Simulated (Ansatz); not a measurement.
**A relaxation, step by step**

BSiH₅F, doublet, PBE0-D4/def2-TZVP (Ansatz 0.2.0). Settings:

```yaml
hamiltonian: {xc: pbe0, dispersion: d4}
relax: {f_tol: 0.005, max_steps: 200}
```

Start, a step off a saddle point along its unstable mode:

```csv
atom,x (Å),y (Å),z (Å)
F1,-1.3766,-0.3356,1.0541
B2,-0.1879,-0.0961,-1.1747
Si3,0.1546,-0.0703,0.8464
H4,0.1934,-1.2246,-1.4003
H5,-1.1665,0.4442,-1.5941
H6,0.2789,1.1582,1.7984
H7,0.5113,0.7073,-0.5533
H8,1.5928,-0.5831,1.0236
```

```json
{"step": "1", "energy less the last (meV)": "1211.2", "largest force component (eV/Å)": "1.951"}
{"step": "3", "energy less the last (meV)": "230.6", "largest force component (eV/Å)": "0.886"}
{"step": "5", "energy less the last (meV)": "51.1", "largest force component (eV/Å)": "0.320"}
{"step": "7", "energy less the last (meV)": "23.8", "largest force component (eV/Å)": "0.071"}
{"step": "9", "energy less the last (meV)": "23.3", "largest force component (eV/Å)": "0.011"}
{"step": "11", "energy less the last (meV)": "23.2", "largest force component (eV/Å)": "0.007"}
{"step": "13", "energy less the last (meV)": "23.1", "largest force component (eV/Å)": "0.018"}
{"step": "15", "energy less the last (meV)": "22.8", "largest force component (eV/Å)": "0.065"}
{"step": "17", "energy less the last (meV)": "21.7", "largest force component (eV/Å)": "0.048"}
{"step": "19", "energy less the last (meV)": "18.0", "largest force component (eV/Å)": "0.140"}
{"step": "21", "energy less the last (meV)": "9.8", "largest force component (eV/Å)": "0.104"}
{"step": "23", "energy less the last (meV)": "4.6", "largest force component (eV/Å)": "0.104"}
{"step": "25", "energy less the last (meV)": "2.0", "largest force component (eV/Å)": "0.159"}
{"step": "27 (rejected trial)", "energy less the last (meV)": "1.0", "largest force component (eV/Å)": "0.054"}
{"step": "29", "energy less the last (meV)": "0.4", "largest force component (eV/Å)": "0.059"}
{"step": "31", "energy less the last (meV)": "0.0", "largest force component (eV/Å)": "0.007"}
{"step": "33", "energy less the last (meV)": "0.0", "largest force component (eV/Å)": "0.003"}
```

Step 13, positions (Å) and forces (eV/Å):

```
atom       x       y       z      Fx      Fy      Fz
  F1  -1.129  -0.840   1.527  -0.006  -0.003   0.002
  B2  -0.132   0.004  -1.193   0.008   0.018   0.012
 Si3   0.075  -0.011   0.882   0.008   0.001  -0.011
  H4   0.046  -1.128  -1.528  -0.005  -0.010  -0.002
  H5  -1.045   0.690  -1.534   0.000  -0.006  -0.003
  H6  -0.015   1.376   1.384  -0.001  -0.001   0.003
  H7   0.869   0.615  -0.766  -0.003  -0.001  -0.001
  H8   1.331  -0.706   1.228  -0.001   0.002   0.000
```

Step 15, positions (Å) and forces (eV/Å):

| atom | x | y | z | Fx | Fy | Fz |
| --- | --- | --- | --- | --- | --- | --- |
| F1 | -1.113 | -0.864 | 1.531 | -0.024 | -0.014 | 0.010 |
| B2 | -0.140 | 0.016 | -1.192 | 0.003 | 0.054 | 0.034 |
| Si3 | 0.075 | -0.016 | 0.883 | 0.028 | 0.005 | -0.065 |
| H4 | 0.014 | -1.141 | -1.463 | -0.027 | 0.022 | 0.001 |
| H5 | -1.016 | 0.715 | -1.600 | 0.038 | -0.064 | 0.014 |
| H6 | -0.024 | 1.366 | 1.398 | -0.002 | 0.002 | 0.010 |
| H7 | 0.862 | 0.626 | -0.765 | -0.013 | -0.009 | -0.011 |
| H8 | 1.341 | -0.701 | 1.209 | -0.005 | 0.003 | 0.006 |

Step 29, positions (Å) and forces (eV/Å):

```tsv
atom	x	y	z	Fx	Fy	Fz
F1	-1.101	-1.008	1.457	-0.012	0.008	-0.015
B2	-0.075	0.182	-1.169	-0.020	0.016	-0.028
Si3	0.045	-0.078	0.851	0.052	-0.042	0.059
H4	-0.157	-1.021	-0.905	-0.009	-0.011	0.003
H5	-0.971	0.673	-1.775	-0.010	-0.006	0.001
H6	-0.106	1.261	1.483	-0.011	0.012	-0.017
H7	1.015	0.696	-1.086	0.024	0.013	0.007
H8	1.350	-0.705	1.143	-0.014	0.009	-0.009
```

Last step (33):

```
8
angstrom
F -1.1078 -1.0099 1.4491
B -0.0693 0.1879 -1.1690
Si 0.0466 -0.0829 0.8545
H -0.1517 -1.0157 -0.8965
H -0.9809 0.6734 -1.7554
H -0.1130 1.2606 1.4763
H 1.0263 0.6945 -1.1128
H 1.3498 -0.7079 1.1538
```

Hardware: 4 CPU threads of an Arm Neoverse V1, shared host. Wall time about 56 s.
